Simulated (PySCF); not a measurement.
# Dipole moment and polarisability of SiF2

SiF2.
Structure used (PBE0-D3(BJ)/def2-SVP), in Å, numbered top down from 1:
```xyz
3
SiF2 angstrom
Si     0.0043   -0.0072   -0.6961
F      1.2454   -0.0186    0.3560
F     -1.2497    0.0258    0.3400
```

Level: wB97X-D/def2-SVPD (PySCF), static field, nuclei fixed, core orbitals frozen in the response. The polarisability tensor in these axes (au):

```
x   29.64 -0.02  0.02
y   -0.02 28.57 -0.02
z    0.02 -0.02 26.96
```

Give the principal values, the mean and the anisotropy Δα = √{½[(α1 − α2)² + (α2 − α3)² + (α1 − α3)²]}.

Principal values 26.96, 28.57 and 29.64 au; mean 28.39 au = 4.21 Å³ = 4.68 × 10⁻⁴⁰ C²·m²/J; Δα = 2.34 au (8 % of the mean).

What is the dipole moment, and where does it point?

(0.01, -0.01, -1.36) D, 1.36 D in size, pointing from the negative to the positive side. Measured along this direction, the outermost atoms are F2 and F3 at the negative end and Si1 at the positive end.

What depolarisation ratio follows for Rayleigh scattering of linearly polarised light, taking the static tensor?

ρ = 3Δα²/(45ᾱ² + 4Δα²) = 16.4/(36265 + 21.8) ≈ 0.000451.

How large is μ²/3kT at 500 K beside α?

In Gaussian units μ²/3kT = 8.95 Å³ against 4.21 Å³, a ratio of 2.13; the Debye molar polarisation (4π/3)N_A(α + μ²/3kT) is 33.2 cm³/mol, leaving out the vibrational part.

What molar refraction does this α imply?

Lorentz–Lorenz: R = (4π/3)N_A α = 2.5225 cm³/(mol·Å³) × 4.21 Å³ = 10.6 cm³/mol, in the limit of long wavelengths.

What would n − 1 = 2πNα be for an ideal gas of these molecules at 500 K and 1 atm, electronic part alone?

N = p/kT = 1.4678 × 10¹⁹ cm⁻³, so n − 1 = 2π × N × 4.21 × 10⁻²⁴ cm³ = 388 × 10⁻⁶ at long wavelengths.

Traceless (Buckingham) quadrupole moment about the centre of nuclear charge: eigenvalues?

-3.49, -1.04, 4.53 D·Å. The values depend on the origin, since the dipole doesn't vanish. The electronic extent ⟨r²⟩ about the same centre is 182 bohr², a root-mean-square distance of 1.26 Å for the 32 electrons.

Isolated species at its PBE0-D3(BJ)/def2-SVP geometry, gas phase.
